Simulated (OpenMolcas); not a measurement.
**BH3Cl− (SMILES [H][B-]([H])([H])Cl): name the method**

BH3Cl− has 5 atoms, charge -1, and is taken as a singlet. As SMILES, `[H][B-]([H])([H])Cl`. The shape is that of a GFN2-xTB optimisation.

| atom | x (Å) | y (Å) | z (Å) |
| --- | --- | --- | --- |
| B | -0.0013 | 0.0016 | -0.1670 |
| Cl | 0.0136 | -0.0211 | 1.7073 |
| H | 1.1523 | 0.0114 | -0.5222 |
| H | -0.5866 | 1.0057 | -0.4970 |
| H | -0.5780 | -0.9976 | -0.5211 |

Orbital energies and the dipole are those of the mean-field step.

A calculation with OpenMolcas 26.06 gave:

- total energy: -483.5678 Eh
- HOMO energy: -5.08 eV
- LUMO energy: 14.10 eV
- HOMO–LUMO gap: 19.18 eV

Task: Which of these levels gave the numbers?
A. HF/def2-SVP
B. ACPF/MINI
C. TPSS/6-311+G**
D. HF/6-31G** (spherical functions)

Result: B. The others give -485.9510 Eh (HF/6-31G** (spherical functions)), -486.9778 Eh (TPSS/6-311+G**), -485.8005 Eh (HF/def2-SVP).
